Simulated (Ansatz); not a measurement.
# Molecular dynamics, step by step

HSO2F (SMILES F.O=S=O), closed shell, HF/def2-SVP (Ansatz 0.2.0). Settings (timestep in fs, temperature in K; T counts 9 degrees of freedom):

```yaml
hamiltonian: {xc: hf}
md: {n_steps: 80, timestep: 0.5, temperature: 200, ensemble: nvt_nose_hoover, seed: 175, initial_velocities: maxwell_boltzmann}
```

Start (the SMILES describes the start alone):

F1  (-0.631, 0.169, -2.336)
H2  (-0.543, 0.417, -1.445)
O3  (-0.152, 0.482, 0.356)
S4  (0.531, -0.599, 1.014)
O5  (0.795, -0.469, 2.410)
(Å)

```csv
step,time (fs),potential energy less the start (meV),kinetic energy (meV),T (K)
0,0.00,0.0,77.6,200
5,2.50,15.1,63.8,165
10,5.00,-26.7,104.1,268
15,7.50,-12.4,90.0,232
20,10.00,24.3,54.5,141
25,12.50,-10.4,87.5,226
30,15.00,-5.1,82.6,213
35,17.50,16.3,62.3,161
40,20.00,-11.4,88.3,228
45,22.50,17.0,60.5,156
50,25.00,40.4,38.1,98
55,27.50,-11.8,88.6,229
60,30.00,-5.0,82.5,213
65,32.50,20.3,58.1,150
70,35.00,-6.8,83.6,216
75,37.50,10.0,67.6,174
80,40.00,9.2,69.2,178
```

Step 20, positions (Å) and forces (eV/Å):

| atom | x | y | z | Fx | Fy | Fz |
| --- | --- | --- | --- | --- | --- | --- |
| F1 | -0.609 | 0.151 | -2.309 | -0.035 | -1.194 | -2.536 |
| H2 | -0.601 | 0.531 | -1.526 | 0.026 | 1.182 | 2.498 |
| O3 | -0.153 | 0.482 | 0.388 | -0.575 | 0.934 | -0.538 |
| S4 | 0.516 | -0.589 | 1.008 | 0.224 | -1.029 | -1.066 |
| O5 | 0.803 | -0.476 | 2.365 | 0.360 | 0.107 | 1.642 |

Step 45, positions (Å) and forces (eV/Å):

```json
{"atom": "F1", "x": "-0.583", "y": "0.127", "z": "-2.283", "Fx": "-0.180", "Fy": "1.016", "Fz": "1.278"}
{"atom": "H2", "x": "-0.663", "y": "0.663", "z": "-1.525", "Fx": "0.202", "Fy": "-1.089", "Fz": "-1.312"}
{"atom": "O3", "x": "-0.181", "y": "0.526", "z": "0.401", "Fx": "0.704", "Fy": "-1.196", "Fz": "0.510"}
{"atom": "S4", "x": "0.504", "y": "-0.597", "z": "0.985", "Fx": "-0.553", "Fy": "1.552", "Fz": "0.634"}
{"atom": "O5", "x": "0.828", "y": "-0.482", "z": "2.368", "Fx": "-0.172", "Fy": "-0.284", "Fz": "-1.109"}
```

Step 60, positions (Å) and forces (eV/Å):

```tsv
atom	x	y	z	Fx	Fy	Fz
F1	-0.568	0.115	-2.270	-0.223	1.047	1.303
H2	-0.668	0.656	-1.517	0.245	-1.114	-1.337
O3	-0.186	0.531	0.416	0.119	-0.206	0.088
S4	0.493	-0.585	0.983	-0.377	0.334	-0.788
O5	0.839	-0.496	2.339	0.236	-0.061	0.735
```

Last step (80):

F1  (-0.551, 0.102, -2.254)
H2  (-0.627, 0.543, -1.507)
O3  (-0.196, 0.544, 0.431)
S4  (0.474, -0.570, 0.971)
O5  (0.863, -0.519, 2.328)
(Å)

The run took about 18 s on 2 CPU threads of an Intel Xeon 6975P-C (shared host).
